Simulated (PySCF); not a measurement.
1-pentanethiol (SMILES C(CCC)CS)

Geometry (Å), atoms numbered from 1 in this order:
```xyz
18

C    -2.845    0.273    0.239
C    -1.462    0.611   -0.294
C    -0.380   -0.349    0.182
C     1.007   -0.011   -0.350
C     2.080   -0.967    0.142
S     3.741   -0.647   -0.526
H    -3.605    0.983   -0.122
H    -2.866    0.295    1.340
H    -3.159   -0.736   -0.075
H    -1.190    1.639    0.003
H    -1.480    0.616   -1.398
H    -0.360   -0.357    1.287
H    -0.646   -1.378   -0.119
H     1.002   -0.014   -1.453
H     1.274    1.019   -0.053
H     1.855   -1.997   -0.179
H     2.123   -0.985    1.242
H     3.891    0.581    0.016
```

The calculation used PySCF, quadratic response CAM-B3LYP/aug-cc-pVDZ first hyperpolarisability, Taylor convention, gas phase. Geometry: PBE0-D3(BJ)/def2-SVP.

Q: Give β for the processes computed.

A: In 10⁻³⁰ esu, Taylor convention; the vector part is βᵢ = ⅓ Σⱼ (βᵢⱼⱼ + βⱼᵢⱼ + βⱼⱼᵢ); β∥ is 3/5 of the vector part along the dipole, the dipole points from − to +:
| process | λ (nm) | β vector norm | β∥ | β HRS | depolarisation ratio |
| --- | --- | --- | --- | --- | --- |
| static β(0;0,0) | ∞ | 1.40 | 0.79 | 0.56 | 5.66 |
| second harmonic β(−2ω;ω,ω) | 1907 | 1.47 | 0.83 | 0.59 | 5.63 |
| Pockels β(−ω;ω,0) | 1907 | 1.43 | 0.81 | – | – |
| second harmonic β(−2ω;ω,ω) | 1064 | 1.65 | 0.93 | 0.66 | 5.57 |
| Pockels β(−ω;ω,0) | 1064 | 1.48 | 0.84 | – | – |

Q: Which lowest excitations, dipole and polarisabilities go with it?

A: S1 5.33 eV (f = 0.011); S2 6.03 eV (f = 0.023); S3 6.56 eV (f = 0.012); dipole 1.84 D; isotropic α 86.8 au static, 87.0 au at 1907 nm, 87.5 au at 1064 nm, 87.7 au at 953.5 nm, 89.8 au at 532 nm.
